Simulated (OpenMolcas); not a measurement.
Potential curves of Al₂: spin-free states

Calculated with OpenMolcas 26.06: state-averaged CASSCF(6,8) over Al 3s 3p, Al 3s 3p, XMS-CASPT2 (IPEA 0.25, imaginary shift 0.2 hartree), scalar X2C, ANO-RCC-VTZP, then RASSI spin–orbit state interaction with atomic mean-field integrals. C2 symmetry about the axis (a holds Σ, Δ, Γ; b holds Π, Φ, H; Σ⁺ and Σ⁻ are not told apart); roots by multiplicity and irrep: 3a 7, 3b 6, 1a 5, 1b 4, 5a 2.

XMS-CASPT2 energies in eV from the lowest point. Curves are followed by energy order within each symmetry, so they are adiabatic and may change character at avoided crossings and where g and u states cross; Σ⁺ and Σ⁻ are counted together.

```
R (Å)  (1)3Π  (1)3Σ  (1)1Δ  (2)1Σ  (3)1Σ
2.152  1.225  0.486  1.016  2.550  2.981
2.277  0.627  0.154  0.649  1.742  2.445
2.389  0.297  0.025  0.485  1.283  2.111
2.502  0.092  0.003  0.431  1.027  1.881
2.627  0.000  0.062  0.456  0.921  1.712
2.752  0.007  0.174  0.524  0.920  1.602
2.927  0.073  0.375  0.672  0.993  1.520
3.152  0.276  0.661  0.878  1.123  1.475
3.503  0.601  1.041  1.140  1.297  1.462
4.003  1.000  1.357  1.351  1.443  1.477
4.754  1.339  1.510  1.460  1.490  1.503
5.755  1.498  1.416  1.492  1.500  1.520
```

The 5 lowest clean curves are shown; the next is (1)5Σ, from 1.51 eV. Left out for impure symmetry, kinks or missing points, though low: (1)1Σ, (1)1Π, (2)3Π, (2)1Π. g and u states are not told apart. Only roots inside an energy window near the equilibrium distance were included, so the list of states is not complete; labels number the states computed. Each spin and symmetry block has orbitals of its own, averaged over its own roots, so gaps between blocks are less sure than gaps within one and near the minimum can be off by tenths of an eV, in bad cases by more. No Rydberg orbitals are active, so Rydberg states, and σ→σ* states whose orbital the CASSCF left unused, can be missing between those listed. CASPT2 splits the two components of degenerate states numerically, here by up to 224 cm⁻¹. At stretched bonds a block can hold a wrong CASSCF solution and miss its lowest state; points past a visible jump are left out. No roots were computed in block 5b (none fell in the window or the block failed), so states of that kind are missing and can lie low or lowest. Points that failed a check (symmetry, reference weights, a jump) are left out.
